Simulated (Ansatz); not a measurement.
A nudged elastic band was laid between two geometries of CH5AlO + H2 (10 atoms, charge 0, multiplicity 1).

The calculation used UKS PBE0/cc-pVDZ in Ansatz.

```
movable images  : 7
climbing image  : yes
spring          : 5.0 eV/Å²
optimiser       : quadratic models (default)
start path      : through a guess of the saddle point
force threshold : 0.05 eV/Å
iteration limit : 60
end points      : relaxed
```

Initial state:

```xyz
10
Properties=species:S:1:pos:R:3
Al -0.541 0.995 0.744
O -0.756 -0.286 -0.401
C -0.233 -1.583 -0.458
H -1.377 2.308 0.446
H 0.349 0.735 2.041
H 1.266 1.674 -0.764
H 1.561 2.027 -0.151
H 0.358 -1.719 -1.382
H 0.424 -1.827 0.401
H -1.051 -2.324 -0.476
```

Final state:

```xyz
10
Properties=species:S:1:pos:R:3
Al -0.164 1.434 0.744
O 0.321 0.036 -0.657
C -0.103 -1.324 -0.503
H -1.747 1.510 0.485
H 0.328 0.658 2.070
H 1.254 0.072 -0.909
H 0.801 2.584 0.162
H 0.049 -1.868 -1.446
H 0.434 -1.815 0.324
H -1.175 -1.286 -0.271
```

**Question.** Which bonds break or form, and what moves?

**Answer.** Bonds broken: H6–H7. Bonds formed: Al1–H7, O2–H6. CH5AlO + H2 becomes CH7AlO.

**Question.** What energy profile does the band end with?

**Answer.** The run converged. The highest image is number 4 of 0 to 8, 0.74 eV above the first end and 0.75 eV above the last; the last end lies 0.01 eV below the first. A vibrational analysis at the climbing image gives one clearly imaginary mode, 1148i cm⁻¹: a first-order saddle point. The orbitals were unrestricted but ended closed-shell.

```
image  path coordinate (Å)  energy (eV)  H6–H7 (Å)  Al1–H7 (Å)  O2–H6 (Å)
    0                 0.00         0.00       0.77        2.51       2.84
    1                 0.50         0.01       0.77        2.50       2.70
    2                 1.01         0.05       0.77        2.38       2.32
    3                 1.51         0.29       0.80        2.10       1.81
    4                 2.02         0.74       1.02        1.81       1.28
    5                 2.66         0.15       1.80        1.64       0.98
    6                 3.31         0.02       2.41        1.62       0.97
    7                 3.95         0.00       2.60        1.61       0.97
    8                 4.60        -0.01       2.77        1.61       0.97
```

**Question.** What is the geometry of the highest image?

**Answer.** 
```xyz
10
Properties=species:S:1:pos:R:3:forces:R:3
Al -0.343 1.276 0.729 0.00 0.00 0.01
O -0.193 0.004 -0.660 -0.01 0.01 0.00
C -0.051 -1.397 -0.519 0.01 -0.01 0.00
H -1.364 2.452 0.421 0.00 0.00 0.00
H -0.056 0.654 2.167 0.00 0.00 0.00
H 0.831 0.769 -0.567 0.00 -0.01 0.00
H 1.234 1.581 -0.110 0.00 0.00 0.00
H 0.156 -1.844 -1.504 0.00 0.00 0.00
H 0.769 -1.663 0.172 0.00 0.00 0.00
H -0.985 -1.832 -0.129 0.00 0.00 0.00
```

**Question.** What are the harmonic wavenumbers there?

**Answer.** 1148i, 90, 136, 200, 469, 553, 602, 738, 746, 983, 1111, 1155, 1179, 1338, 1461, 1466, 1474, 1820, 1870, 1905, 1925, 3027, 3110, 3134 cm⁻¹.

Run time: 6.5 min on 2 threads of Arm Neoverse V1 (shared host), peak memory 0.2 GiB.
